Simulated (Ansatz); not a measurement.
Results of LDA in Ansatz (plane waves, PAW) for bcc W.

From the output:

```
Crystal: 1 atoms, lattice volume = 15.713 Å³
Basis set: ecut = 520 eV, 429 PW (Γ), exchange–correlation on 48×48×48 points (8 copies of the dense FFT grid, shifted against one another)
Bands: 11, of which v1, the nominal top of the filled ones, is band 7 counted from 1 (6 counted from 0)
Symmetry: 48 space group operations
Space group: Im-3m (ITA 229), of the structure as read, at distance tolerance 2.5e-5 Å
k-points: 413 of 13824
Functional: x = slater, c = lda
SCF iter   1: F=—  HF=-10129.845071 eV  |F-HF|=—  |Δ(HF+E_count)|=         —  Δρ=4.89e-3  dr2=2.63e-3
SCF iter   2: F=—  HF=-10129.844061 eV  |F-HF|=—  |Δ(HF+E_count)|=   1.01e-3  Δρ=2.07e-3  dr2=2.51e-4
  ...
SCF iter   5: F=—  HF=-10129.844073 eV  |F-HF|=—  |Δ(HF+E_count)|=   1.32e-6  Δρ=5.60e-6  dr2=4.02e-9
SCF iter   6: F=-10129.844073 eV  HF=-10129.844073 eV  |F-HF|=1.82e-11  |Δ(HF+E_count)|=   1.88e-9  Δρ=5.02e-7  dr2=2.83e-11
SCF 1 converged in 6 iterations: F = -10129.844073 eV  dr2 = 2.83e-11
SCF converged after 6 iterations
Free energy (F): -10129.844073 eV
Internal energy: -10129.840621 eV  (E = F + TS)
E sigma→0 (E₀):  -10129.842347 eV
Fermi energy:    22.544572 eV
--- Stress (GPa, compression-positive) ---
       -6.347125      -0.000000       0.000000
       -0.000000      -6.347125       0.000000
       -0.000000      -0.000000      -6.347125
  P = ⅓ Tr σ = -6.3471 GPa (-63.471 kbar)
```

Write an input file that could have produced this run (the log leaves some choices open).

One answer among several that fit: 
Ansatz 0.2 input:
```yaml
crystal:
  lattice:
    - [-1.5778610178, 1.5778610178, 1.5778610178]
    - [1.5778610178, -1.5778610178, 1.5778610178]
    - [1.5778610178, 1.5778610178, -1.5778610178]
  atoms:
    - { symbol: W, position: [0.0, 0.0, 0.0] }
basis:
  ecutwfc: 520
  ecutrho_ratio: 4
  xc_grid: 2
kpoints:
  mp_grid: { grid: [24, 24, 24] }
hamiltonian:
  xc: lda
  dispersion: none
  pseudopotentials: { kind: paw }
scf:
  occupations: { method: fermi_dirac, width: 0.05 }
  convergence: { dr2_threshold: 0.0000000001 }
output:
  forces: false
  stress: true
  eigenvalues: true
```

The cell is one volume of an energy–volume scan, off the minimum.

The PAW data were made under PBE.

Ansatz is an electronic-structure program.
